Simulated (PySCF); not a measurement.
**The first ionisation energy along the halogens**

Calculated with PySCF 2.14 from differences of total energies of unrestricted determinants, without spin-orbit coupling. Values in eV. The last column holds reference values (NIST; (s) semi-empirical, (t) theoretical, else measured). Unmarked ones compare directly (S terms, centres of terms, or small fine structure); those marked * lie between the lowest fine-structure levels and include a spin-orbit shift.

| element | configurations | UHF | LDA | PBE | PBE0 | r2SCAN | SCS-MP2 (valence) | reference |
| --- | --- | --- | --- | --- | --- | --- | --- | --- |
| F (dyall-av2z, non-relativistic) | [He] 2s2 2p5 → [He] 2s2 2p4 | 15.660 | 17.966 | 17.665 | 17.454 | 17.549 | 17.088 | 17.427 |
| Cl (dyall-av2z, non-relativistic) | [Ne] 3s2 3p5 → [Ne] 3s2 3p4 | 11.823 | 13.250 | 13.007 | 12.995 | 13.063 | 12.594 | 12.974 |
| Br (dyall-av2z, non-relativistic) | [Ar] 3d10 4s2 4p5 → [Ar] 3d10 4s2 4p4 | 10.830 | 12.165 | 11.875 | 11.891 | 11.969 | 11.470 | 11.844 |
| I (dyall-av2z, non-relativistic) | [Kr] 4d10 5s2 5p5 → [Kr] 4d10 5s2 5p4 | 9.650 | 10.880 | 10.594 | 10.628 | 10.653 | 10.177 | 10.519 |

**Question.** Which of these methods has the smallest mean absolute error against the measured values here?

**Answer.** PBE0, with 0.051 eV.

```json
{"method": "UHF", "elements": "4", "mean error (eV)": "-1.200", "mean absolute error (eV)": "1.200", "largest error (eV)": "-1.767"}
{"method": "LDA", "elements": "4", "mean error (eV)": "0.374", "mean absolute error (eV)": "0.374", "largest error (eV)": "0.539"}
{"method": "PBE", "elements": "4", "mean error (eV)": "0.095", "mean absolute error (eV)": "0.095", "largest error (eV)": "0.238"}
{"method": "PBE0", "elements": "4", "mean error (eV)": "0.051", "mean absolute error (eV)": "0.051", "largest error (eV)": "0.109"}
{"method": "r2SCAN", "elements": "4", "mean error (eV)": "0.118", "mean absolute error (eV)": "0.118", "largest error (eV)": "0.134"}
{"method": "SCS-MP2 (valence)", "elements": "4", "mean error (eV)": "-0.359", "mean absolute error (eV)": "0.359", "largest error (eV)": "-0.380"}
```

Errors include the incompleteness of the basis and the frozen core.

"Valence" correlates the outer s and p shells and, in groups 3 to 12 and the f block, the outer d or f shell, open or full, or the next shell where the ion has no valence electron left; the wider scheme adds the next inner shell.
